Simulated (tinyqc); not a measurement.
Inside a calculation. Method: CCSD on RHF in the sto-6g basis, for BH3, spin multiplicity 1. One step of it, computed by the program tinyqc.

Question. CCSD: starting amplitudes. t_ij^ab = <ij||ab> / (e_i + e_j - e_a - e_b), whose energy is MP2.

orbital energies (hartree): MO1 -7.524169, MO2 -0.670349, MO3 -0.468070, MO4 -0.468056, MO5 0.233447, MO6 0.698225, MO7 0.749974, MO8 0.750045

Two-electron integrals over orbitals (pq|rs), unique and non-zero (hartree):
```
(11|11) 2.898488    (21|11) -0.252419   (21|21) 0.034925    (22|11) 0.604989
(22|21) -0.008662   (22|22) 0.443870    (31|31) 0.007659    (32|31) 0.012959
(32|32) 0.121634    (33|11) 0.548043    (33|21) -0.003398   (33|22) 0.440614
(33|33) 0.494214    (41|11) -0.000119   (41|21) 0.000012    (41|22) -0.000020
(41|33) -0.004121   (41|41) 0.007657    (42|11) -0.000016   (42|21) -0.000010
(42|22) -0.000159   (42|33) -0.063450   (42|41) 0.012952    (42|42) 0.121514
(43|31) -0.004112   (43|32) -0.063404   (43|43) 0.049158    (44|11) 0.547963
(44|21) -0.003402   (44|22) 0.440445    (44|33) 0.395663    (44|41) 0.004127
(44|42) 0.063517    (44|44) 0.494284    (51|11) -0.016356   (51|21) 0.002074
(51|22) -0.001376   (51|33) -0.000671   (51|41) 1.22e-06    (51|42) 9.89e-08
(51|44) -0.000671   (51|51) 0.022276    (52|11) 0.008236    (52|21) -0.000703
(52|22) -0.001727   (52|33) -0.001109   (52|41) -2.48e-07   (52|42) 3.03e-07
(52|44) -0.001109   (52|51) 0.020921    (52|52) 0.068899    (53|31) 0.000254
(53|32) -0.001490   (53|43) 0.001514    (53|53) 0.018013    (54|11) 0.000010
(54|21) -5.98e-07   (54|22) 2.19e-06    (54|33) 0.001516    (54|41) 0.000253
(54|42) -0.001492   (54|44) -0.001517   (54|51) 0.000011    (54|52) 0.000024
(54|54) 0.018009    (55|11) 0.742752    (55|21) -0.009431   (55|22) 0.463033
(55|33) 0.435926    (55|41) -4.02e-06   (55|42) -0.000013   (55|44) 0.435879
(55|51) 0.002114    (55|52) 0.010662    (55|54) 0.000009    (55|55) 0.587420
(61|11) -0.291960   (61|21) 0.041648    (61|22) -0.009363   (61|33) -0.003468
(61|41) 0.000118    (61|42) 0.000141    (61|44) -0.003389   (61|51) 0.001243
(61|52) -0.001866   (61|54) 2.56e-06    (61|55) -0.007764   (61|61) 0.049941
(62|11) 0.223565    (62|21) -0.010322   (62|22) 0.042321    (62|33) 0.022338
(62|41) 0.000051    (62|42) 2.47e-06    (62|44) 0.021988    (62|51) -0.001814
(62|52) -0.000616   (62|54) 0.000020    (62|55) 0.107442    (62|61) -0.010796
(62|62) 0.071143    (63|31) 0.003435    (63|32) -0.042202   (63|43) 0.039866
(63|53) 0.001764    (63|63) 0.058095    (64|11) 0.001643    (64|21) -0.000046
(64|22) 0.000420    (64|33) 0.040489    (64|41) 0.003385    (64|42) -0.042949
(64|44) -0.040049   (64|51) -2.51e-07   (64|52) 0.000033    (64|54) 0.001786
(64|55) 0.000794    (64|61) 3.19e-06    (64|62) 0.000860    (64|64) 0.059005
(65|11) -0.007221   (65|21) -0.000348   (65|22) -0.004332   (65|33) -0.001993
(65|41) 0.000007    (65|42) 0.000045    (65|44) -0.001947   (65|51) 0.023600
(65|52) 0.065280    (65|54) 0.000155    (65|55) 0.001270    (65|61) -0.001763
(65|62) -0.006813   (65|64) -0.000032   (65|65) 0.068495    (66|11) 0.639596
(66|21) -0.012982   (66|22) 0.442387    (66|33) 0.440624    (66|41) 0.000189
(66|42) 0.001598    (66|44) 0.442313    (66|51) -0.003843   (66|52) -0.007748
(66|54) -0.000032   (66|55) 0.463698    (66|61) -0.013714   (66|62) 0.030427
(66|64) -0.000443   (66|65) -0.009853   (66|66) 0.461865    (71|11) 0.002196
(71|21) -0.000322   (71|22) 0.000045    (71|33) -0.005274   (71|41) 0.013472
(71|42) 0.019515    (71|44) 0.005338    (71|51) -0.000009   (71|52) 0.000014
(71|54) 0.000496    (71|55) 0.000057    (71|61) -0.000202   (71|62) 0.000174
(71|64) 0.006231    (71|65) 0.000024    (71|66) 0.000410    (71|71) 0.023970
(72|11) -0.001775   (72|21) 0.000076    (72|22) -0.000336   (72|33) 0.024969
(72|41) 0.007618    (72|42) -0.003862   (72|44) -0.025331   (72|51) 0.000013
(72|52) 5.18e-07    (72|54) 0.002591    (72|55) -0.000847   (72|61) 0.000178
(72|62) -0.000221   (72|64) 0.045922    (72|65) 0.000055    (72|66) -0.000384
(72|71) 0.012845    (72|72) 0.048812    (73|31) 0.003317    (73|32) 0.052257
(73|43) -0.023996   (73|53) -0.001322   (73|63) -0.030161   (73|73) 0.036930
(74|11) 0.203308    (74|21) -0.005357   (74|22) 0.045784    (74|33) 0.053063
(74|41) -0.003363   (74|42) -0.051589   (74|44) 0.006121    (74|51) 0.000088
(74|52) 0.004479    (74|54) 0.001302    (74|55) 0.096644    (74|61) -0.005082
(74|62) 0.067636    (74|64) 0.030416    (74|65) -0.001462   (74|66) 0.027998
(74|71) -0.005450   (74|72) 0.008768    (74|74) 0.104583    (75|11) 0.000051
(75|21) 2.12e-06    (75|22) 0.000025    (75|33) -0.002828   (75|41) 0.000889
(75|42) 0.005992    (75|44) 0.002862    (75|51) -0.000178   (75|52) -0.000501
(75|54) 0.016209    (75|55) -0.000013   (75|61) 0.000024    (75|62) 0.000057
(75|64) -0.002178   (75|65) -0.000365   (75|66) 0.000152    (75|71) 0.001470
(75|72) 0.000804    (75|74) -0.002533   (75|75) 0.020323    (76|11) 0.000269
(76|21) 0.000020    (76|22) -0.000023   (76|33) -0.057578   (76|41) 0.013231
(76|42) 0.109044    (76|44) 0.057891    (76|51) 0.000025    (76|52) 0.000069
(76|54) -0.001961   (76|55) 0.000072    (76|61) 0.000188    (76|62) 0.000062
(76|64) -0.045727   (76|65) 0.000106    (76|66) 0.001680    (76|71) 0.020847
(76|72) -0.009545   (76|74) -0.052655   (76|75) 0.005317    (76|76) 0.111423
(77|11) 0.685661    (77|21) -0.009538   (77|22) 0.459243    (77|33) 0.426703
(77|41) -0.001022   (77|42) 0.026721    (77|44) 0.490593    (77|51) -0.000449
(77|52) 0.001639    (77|54) -0.001623   (77|55) 0.478117    (77|61) -0.009374
(77|62) 0.045816    (77|64) -0.035804   (77|65) -0.001048   (77|66) 0.469158
(77|71) -0.002672   (77|72) -0.031377   (77|74) 0.043581    (77|75) 0.000843
(77|76) 0.028047    (77|77) 0.529271    (81|31) 0.013474    (81|32) 0.019519
(81|43) -0.005285   (81|53) 0.000497    (81|63) 0.006313    (81|73) 0.005404
(81|81) 0.023966    (82|31) 0.007613    (82|32) -0.003953   (82|43) 0.025180
(82|53) 0.002592    (82|63) 0.045816    (82|73) -0.009993   (82|81) 0.012836
(82|82) 0.048829    (83|11) 0.203264    (83|21) -0.005362   (83|22) 0.045635
(83|33) 0.005863    (83|41) 0.003343    (83|42) 0.051940    (83|44) 0.053360
(83|51) 0.000088    (83|52) 0.004480    (83|54) -0.001306   (83|55) 0.096611
(83|61) -0.005002   (83|62) 0.067523    (83|64) -0.029695   (83|65) -0.001422
(83|66) 0.029546    (83|71) 0.005493    (83|72) -0.010148   (83|74) 0.036364
(83|75) 0.002570    (83|76) 0.053368    (83|77) 0.064015    (83|83) 0.105028
(84|31) 0.003348    (84|32) 0.051948    (84|43) -0.023691   (84|53) -0.001307
(84|63) -0.029734   (84|73) 0.032609    (84|81) 0.005460    (84|82) -0.009629
(84|84) 0.036475    (85|31) 0.000889    (85|32) 0.005993    (85|43) -0.002837
(85|53) 0.016208    (85|63) -0.002138   (85|73) 0.002575    (85|81) 0.001470
(85|82) 0.000803    (85|84) 0.002560    (85|85) 0.020317    (86|31) 0.013245
(86|32) 0.108676    (86|43) -0.057128   (86|53) -0.001933   (86|63) -0.044378
(86|73) 0.053345    (86|81) 0.020882    (86|82) -0.009143   (86|84) 0.053015
(86|85) 0.005303    (86|86) 0.110551    (87|31) 0.000722    (87|32) -0.029205
(87|43) 0.033218    (87|53) 0.001668    (87|63) 0.037089    (87|73) -0.011825
(87|81) 0.002277    (87|82) 0.031245    (87|84) -0.011533   (87|85) -0.000954
(87|86) -0.029841   (87|87) 0.034836    (88|11) 0.685658    (88|21) -0.009538
(88|22) 0.459306    (88|33) 0.491464    (88|41) 0.000816    (88|42) -0.028389
(88|44) 0.425786    (88|51) -0.000449   (88|52) 0.001638    (88|54) 0.001657
(88|55) 0.478126    (88|61) -0.009335   (88|62) 0.046246    (88|64) 0.037363
(88|65) -0.001063   (88|66) 0.468305    (88|71) 0.002501    (88|72) 0.030792
(88|74) 0.064588    (88|75) -0.000908   (88|76) -0.029359   (88|77) 0.461785
(88|83) 0.042508    (88|88) 0.530140
```

Give: Starting amplitudes; correlation energy.

Answer.

Starting amplitudes (spin orbitals 1a, 1b, ...; amplitudes related by a flip of all spins are not repeated; the 24 largest):
```
from      to        t
3a 3b  8a 8b  -0.0431
4a 4b  7a 7b  -0.0429
2a 2b  5a 5b  -0.0381
2a 4b  6a 7b  -0.0261
2a 3b  6a 8b  -0.0261
2a 2b  6a 6b  -0.0260
4a 4b  6a 6b  -0.0253
3a 3b  6a 6b  -0.0249
2a 4b  6b 7a   0.0178
2a 3b  6b 8a   0.0177
2a 2b  8a 8b  -0.0172
2a 2b  7a 7b  -0.0172
3a 3b  7a 7b  -0.0152
4a 4b  8a 8b  -0.0150
3a 4b  7b 8a   0.0149
3a 4b  7a 8b  -0.0134
3a 3b  5a 5b  -0.0128
4a 4b  5a 5b  -0.0128
4a 4b  6a 7b  -0.0128
3a 3b  6a 7b   0.0126
3a 4b  6a 8b   0.0125
3a 4b  6b 8a  -0.0125
2a 4a  6a 7a  -0.0084
2a 3a  6a 8a  -0.0084
```

correlation energy = -0.036624 hartree
